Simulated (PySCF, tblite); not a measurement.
# C5H10N radical: geometry, infrared bands and EPR parameters

What infrared bands and EPR parameters should C5H10N radical (`C/[C]=C\[C@H](C)N`) show?

Computed with tblite 0.8.0 and PySCF 2.14.0, with density-fitted response routines of our own, on a single molecule in the gas phase. Atoms are numbered from 0 throughout.

## (1) The molecule as given

16 atoms, charge 0, multiplicity 2; geometry from: force field or distance geometry start.

Bonds of the start (Å): C0–C1 1.50, C1–C2 1.32, C2–C3 1.49, C3–C4 1.54, C3–N5 1.46, C0–H6 1.12, C0–H7 1.10, C0–H8 1.13, C2–H9 1.08, C3–H10 1.11, C4–H11 1.12, C4–H12 1.11, C4–H13 1.11, N5–H14 1.07, N5–H15 1.05.

## (2) Optimising the geometry with GFN2-xTB

The job: settings as JSON, then the geometry in Å.

```
{"job": {"kind": "relax", "xc": "GFN2-xTB", "basis": "xTB"}, "charge": 0, "multiplicity": 2}
C      2.349900    -0.555800    -0.279600
C      1.312000    -0.690600    -1.358000
C      0.072900    -0.347100    -1.077800
C     -0.377200     0.196600     0.229900
C     -1.754300    -0.353100     0.632700
N     -0.568600     1.640300     0.149600
H      3.358000    -0.646700    -0.763500
H      2.263300     0.383000     0.295600
H      2.200200    -1.404900     0.452400
H     -0.675600    -0.447000    -1.845700
H      0.392700    -0.102500     0.973200
H     -2.468100     0.101700    -0.093400
H     -1.806500    -1.448200     0.487500
H     -2.008200    -0.102900     1.685800
H     -0.959700     2.036100     1.059400
H     -1.338400     1.749900    -0.559700
```

On the command line:

```
OMP_NUM_THREADS=1 python probes_run.py task.json out
```

This one command runs all jobs of the session in turn.

Log:

```text
step      E/eV     max force
  0    -505.25449    2.575
  1    -505.51622    1.441
  2    -505.61149    1.281
  3    -505.66785    0.809
  4    -505.71366    0.536
  5    -505.76049    0.485
  6    -505.78703    0.410
  7    -505.82059    0.528
  8    -505.84861    0.468
  9    -505.87332    0.364
 10    -505.88952    0.283
 11    -505.90007    0.290
 12    -505.90891    0.239
 13    -505.91651    0.188
 14    -505.92174    0.183
 15    -505.92534    0.130
 16    -505.92830    0.149
 17    -505.93137    0.140
 18    -505.93467    0.152
 19    -505.93787    0.135
 20    -505.94079    0.149
 21    -505.94365    0.159
 22    -505.94701    0.145
 23    -505.95159    0.182
 24    -505.95750    0.190
 25    -505.96322    0.198
 26    -505.96701    0.147
 27    -505.96914    0.115
 28    -505.97078    0.101
 29    -505.97238    0.099
 30    -505.97375    0.078
 31    -505.97477    0.075
 32    -505.97562    0.085
 33    -505.97652    0.076
 34    -505.97738    0.077
 35    -505.97804    0.057
 36    -505.97850    0.055
 37    -505.97891    0.059
 38    -505.97940    0.056
 39    -505.98000    0.064
 40    -505.98059    0.053
 41    -505.98106    0.042
 42    -505.98141    0.041
 43    -505.98166    0.037
 44    -505.98183    0.022
 45    -505.98194    0.025
 46    -505.98206    0.031
 47    -505.98222    0.046
 48    -505.98243    0.046
 49    -505.98263    0.044
 50    -505.98279    0.033
 51    -505.98294    0.036
 52    -505.98315    0.045
 53    -505.98345    0.051
 54    -505.98375    0.038
 55    -505.98396    0.035
 56    -505.98410    0.029
 57    -505.98423    0.031
 58    -505.98437    0.027
 59    -505.98446    0.020
 60    -505.98451    0.016
 61    -505.98455    0.017
 62    -505.98459    0.016
 63    -505.98465    0.014
 64    -505.98470    0.023
 65    -505.98476    0.029
 66    -505.98482    0.029
 67    -505.98490    0.023
 68    -505.98499    0.021
 69    -505.98507    0.021
 70    -505.98514    0.018
 71    -505.98519    0.014
 72    -505.98523    0.013
 73    -505.98526    0.015
 74    -505.98530    0.015
 75    -505.98537    0.019
 76    -505.98544    0.020
 77    -505.98552    0.023
 78    -505.98563    0.026
 79    -505.98580    0.029
 80    -505.98606    0.033
 81    -505.98641    0.042
 82    -505.98682    0.053
 83    -505.98729    0.060
 84    -505.98780    0.063
 85    -505.98839    0.050
 86    -505.98892    0.068
 87    -505.98914    0.077
 88    -505.98969    0.060
 89    -505.99014    0.053
 90    -505.99075    0.066
 91    -505.99133    0.056
 92    -505.99201    0.073
 93    -505.99286    0.075
 94    -505.99320    0.134
 95    -505.99440    0.049
 96    -505.99507    0.042
 97    -505.99556    0.069
 98    -505.99586    0.043
 99    -505.99615    0.029
100    -505.99643    0.023
101    -505.99652    0.024
102    -505.99658    0.018
103    -505.99666    0.019
104    -505.99676    0.022
105    -505.99686    0.027
106    -505.99699    0.033
107    -505.99718    0.040
108    -505.99746    0.048
109    -505.99784    0.042
110    -505.99780    0.103
111    -505.99834    0.039
112    -505.99847    0.023
113    -505.99864    0.031
114    -505.99872    0.013
115    -505.99880    0.019
116    -505.99885    0.016
117    -505.99888    0.015
118    -505.99891    0.016
119    -505.99893    0.016
120    -505.99895    0.013
121    -505.99898    0.014
122    -505.99902    0.017
123    -505.99908    0.017
124    -505.99914    0.014
125    -505.99919    0.016
126    -505.99924    0.017
127    -505.99931    0.020
128    -505.99938    0.020
129    -505.99945    0.019
130    -505.99950    0.016
131    -505.99953    0.013
132    -505.99955    0.011
133    -505.99956    0.008
```

It took 0.48 s on 1 thread of Arm Neoverse V2, shared host.

The steps of the relaxation: (not every step is listed)

```
step  energy from step 0 (eV)  largest force (eV/Å)
   0                   0.0000                2.5747
   1                  -0.2617                1.4414
   2                  -0.3570                1.2814
   3                  -0.4134                0.8090
   4                  -0.4592                0.5361
   5                  -0.5060                0.4854
   6                  -0.5325                0.4097
   7                  -0.5661                0.5276
   8                  -0.5941                0.4685
  20                  -0.6863                0.1493
  32                  -0.7211                0.0852
  44                  -0.7273                0.0224
  56                  -0.7296                0.0291
  68                  -0.7305                0.0210
  80                  -0.7316                0.0331
  92                  -0.7375                0.0730
 104                  -0.7423                0.0219
 116                  -0.7444                0.0164
 128                  -0.7449                0.0201
 129                  -0.7450                0.0191
 130                  -0.7450                0.0158
 131                  -0.7450                0.0131
 132                  -0.7451                0.0108
 133                  -0.7451                0.0081
```

Close pairs (by a distance rule), those that changed most:

```
  bond  before (Å)  after (Å)  change (Å)
N5–H14       1.066      1.014      -0.053
 C2–C3       1.486      1.534      +0.048
 C0–C1       1.503      1.457      -0.046
 C0–H8       1.131      1.091      -0.040
N5–H15       1.052      1.015      -0.037
 C0–H6       1.122      1.091      -0.031
C4–H11       1.115      1.089      -0.026
 C1–C2       1.316      1.292      -0.024
```

The next job starts from the end point, and lists it.

## (3) Vibrational analysis with GFN2-xTB

The job: settings as JSON, then the geometry in Å.

```
{"job": {"kind": "ir", "xc": "GFN2-xTB", "basis": "xTB"}, "charge": 0, "multiplicity": 2}
C      2.469500    -0.924694    -0.307439
C      1.303496    -0.556676    -1.099250
C      0.130634    -0.020901    -1.011703
C     -0.529153     0.502171     0.270518
C     -1.650854    -0.463776     0.676882
N     -0.973192     1.860010     0.031210
H      3.384598    -0.732841    -0.869683
H      2.521641    -0.350971     0.625692
H      2.436513    -1.986962    -0.062041
H     -0.503189     0.091687    -1.883544
H      0.224248     0.538668     1.064645
H     -2.407918    -0.514013    -0.104645
H     -1.249719    -1.461751     0.834408
H     -2.124800    -0.128286     1.599335
H     -1.321816     2.285462     0.882866
H     -1.717588     1.871817    -0.658662
```

Log:

```text
mode    cm-1     km/mol
  1      33.5      1.43
  2      56.8      0.01
  3     138.9      6.38
  4     209.0      2.16
  5     249.9     42.08
  6     253.6     11.69
  7     345.6      8.98
  8     400.8      7.17
  9     421.5      6.42
 10     532.0      8.14
 11     771.2      2.73
 12     840.4     10.28
 13     891.8    174.28
 14     944.8     15.20
 15     983.5     14.08
 16    1001.1      5.02
 17    1026.1     10.65
 18    1032.0     10.16
 19    1071.5     62.77
 20    1123.9      9.46
 21    1159.9     43.43
 22    1258.5      4.48
 23    1279.1      9.37
 24    1329.0     22.95
 25    1374.4      2.59
 26    1398.2      2.49
 27    1441.0      8.27
 28    1459.9      6.35
 29    1492.9      0.71
 30    1496.3      1.97
 31    1557.0     21.31
 32    1811.7     62.72
 33    2887.8     26.60
 34    2933.9     39.11
 35    2981.2     25.19
 36    2993.1     30.01
 37    3001.2     24.48
 38    3003.4     51.99
 39    3017.9     49.67
 40    3040.3     26.39
 41    3381.8     14.92
 42    3413.7     13.67
```

It took 0.29 s on 1 thread of Arm Neoverse V2, shared host.

The strongest bands and the atoms that carry them (share of the mass-weighted mode):

```
cm⁻¹  km/mol                        atoms
 250    42.1  H14 37 %, H15 31 %, C1 12 %
 892   174.3  H15 29 %, N5 29 %, H14 23 %
1072    62.8             C3 48 %, C4 20 %
1160    43.4   C3 37 %, H15 14 %, N5 13 %
1812    62.7             C1 58 %, C2 38 %
2934    39.1                     H10 92 %
3003    52.0            H9 61 %, H13 31 %
3018    49.7                     H11 89 %
```

## (4) g tensor and hyperfine couplings: B3LYP/pcH-1

Same as in step 3 but for these lines:

```diff
@@ -1,2 +1,2 @@
-{"job": {"kind": "ir", "xc": "GFN2-xTB", "basis": "xTB"}, "charge": 0, "multiplicity": 2}
+{"job": {"kind": "epr", "basis": "pcH-1"}, "charge": 0, "multiplicity": 2}
 C      2.469500    -0.924694    -0.307439
```

Level: UKS B3LYP, pcH-1 on C H N, non-relativistic, mean-field spin-orbit, GIAO.

Log:

```text
UKS, coarse grid
  cycle   1  E = -251.15676372  |g| = 3.73e-01
  cycle   2  E = -251.13725064  |g| = 4.40e-01
  cycle   3  E = -251.22757660  |g| = 6.09e-02
  cycle   4  E = -251.22859444  |g| = 4.06e-02
  cycle   5  E = -251.22944103  |g| = 1.04e-02
  cycle   6  E = -251.22950366  |g| = 4.97e-03
  cycle   7  E = -251.22952523  |g| = 1.65e-03
  cycle   8  E = -251.22953274  |g| = 7.62e-04
UKS, final grid
  cycle   1  E = -251.22954351  |g| = 6.78e-04
  cycle   2  E = -251.22954380  |g| = 8.06e-04
  cycle   3  E = -251.22954417  |g| = 2.23e-04
  cycle   4  E = -251.22954427  |g| = 2.23e-04
  cycle   5  E = -251.22954435  |g| = 5.33e-05
  cycle   6  E = -251.22954435  |g| = 1.19e-05
E = -251.22954435 Eh   <S^2> = 0.7583 (exact 0.7500)
g shifts (ppm)      1          2          3
  rmc          -153       -153       -153
  gc             36          5         -9
  oz_so        -453          5        765
  total        -570       -142        603
hyperfine (MHz)  atom isotope    a_iso     a_fc   dipolar eigenvalues
    0   13C      16.59      16.59     -5.00     -3.65      8.65
    1   13C     273.88     273.88    -81.01    -60.81    141.82
    2   13C     -14.79     -14.79    -18.46      1.53     16.93
    3   13C      77.07      77.07     -9.07     -8.10     17.17
    4   13C      -3.25      -3.25     -0.66     -0.44      1.10
    5   14N       0.92       0.92     -0.44     -0.28      0.72
    6    1H      60.56      60.56     -6.90     -5.77     12.66
    7    1H     124.38     124.38     -5.54     -2.00      7.53
    8    1H       8.70       8.70     -6.30     -4.48     10.77
    9    1H     108.51     108.51     -6.17     -5.38     11.55
   10    1H      -6.55      -6.55     -5.96     -0.53      6.49
   11    1H       0.39       0.39     -1.35     -0.94      2.30
   12    1H      -0.21      -0.21     -1.83     -1.26      3.09
   13    1H       3.25       3.25     -1.13     -0.76      1.89
   14    1H       6.77       6.77     -1.29     -0.80      2.09
   15    1H      -0.43      -0.43     -1.67     -0.77      2.43
```

It took 42 s on 1 thread of Arm Neoverse V2, shared host; peak memory 0.92 GiB.

Principal g values 2.00175, 2.00218, 2.00292; g(iso) = 2.00228, against 2.00232 for a free electron.

Hyperfine couplings; where a row names several nuclei, a(iso) is their mean (it holds for fast rotation or exchange) and the dipolar term the largest among them:

```
       nuclei  isotope  a(iso) (MHz)  a(iso) (G, at g = 2.0023)  largest dipolar term (MHz)
           C1      13C         273.9                       97.7                       141.8
           H9       1H         108.5                       38.7                        11.5
           C3      13C          77.1                       27.5                        17.2
   H6, H7, H8       1H          64.5                       23.0                        12.7
           C0      13C          16.6                        5.9                         8.7
           C2      13C         -14.8                       -5.3                       -18.5
          H10       1H          -6.5                       -2.3                         6.5
           C4      13C          -3.2                       -1.2                         1.1
     H14, H15       1H           3.2                        1.1                         2.4
H11, H12, H13       1H           1.1                        0.4                         3.1
           N5      14N           0.9                        0.3                         0.7
```

Mulliken spin populations:

C0 -0.05; C1 0.99; C2 -0.16; C3 0.08; C4 0.00; N5 0.00; H6 0.02; H7 0.06; H8 0.00; H9 0.05; H10 0.00; H11 0.00; H12 0.00; H13 0.00; H14 0.00; H15 0.00

In first order the couplings over 0.8 MHz of 1H, 14N give 528 distinct lines over 114.3 G, if the averaged nuclei exchange fast.

The fields below are evaluated on a grid from the run's orbitals.

ELF in a plane through or near 6 of the atoms.

Ten even steps from '0' (0.00) to '9' (1.00):
```
0000000000000000000000000000
0000000000000000000000000000
0000000000000001000000000000
0000000000000177400000000000
0000000000000699820000000000
0000037850000699943420000000
0000199993000199758861000000
0000199994000036218851000000
0000069984100027746520000000
0000146325410245962000000000
0003899317521545441100000000
0006999845432455876510000000
0004999721233215637620000000
0000697200232017847620000000
0000000000010028985200000000
0000000000000017863000000000
0000000000000003431000000000
0000000000000000000000000000
0000000000000000000000000000
0000000000000000000000000000
```
The map spans 12.2 Å across and 9.1 Å up, centred on the molecule. Atoms in the plane (x, y in Å): C0 (-2.7, 0.0), C3 (0.7, -0.2), C4 (1.5, 1.1), N5 (1.6, -1.3), H6 (-3.5, -0.6), H8 (-3.0, 1.0).

On the surface of density 0.002 e/bohr³ the electrostatic potential runs, from the 1st to the 99th percentile, from -1.85 V near N5 to 1.34 V near H14.

The spin density lies nearest to C1 70 %; C2 7 % (beta excess).

## (5) What came out

| quantity | value |
| --- | --- |
| strongest single infrared mode (GFN2-xTB) | 892 cm⁻¹, 174 km/mol |
| zero-point energy (GFN2-xTB) | 85.8 kcal/mol |
| g(iso) (B3LYP) | 2.00228 |
| ⟨S²⟩ | 0.758 (exact 0.75) |
| largest a(iso) (averaged by class) | 13C on C1, 273.9 MHz |
| surface potential, 1st and 99th percentile | -1.85 V and 1.34 V |

**Reading.** Over 133 steps the energy fell by 0.745 eV; of the close pairs, N5–H14 changed most, 1.066 to 1.014 Å. No mode is imaginary among the 42: a minimum at this level. The strongest single mode, at 892 cm⁻¹, is spread over several atoms, H15, N5, H14 among them. Unscaled tight-binding wavenumbers are off by several per cent, some by more. Its intensities can rank the bands wrongly. Most of the unpaired spin sits on C1 (0.99 e). The isotropic g lies 0.0 ppt below the free-electron value.
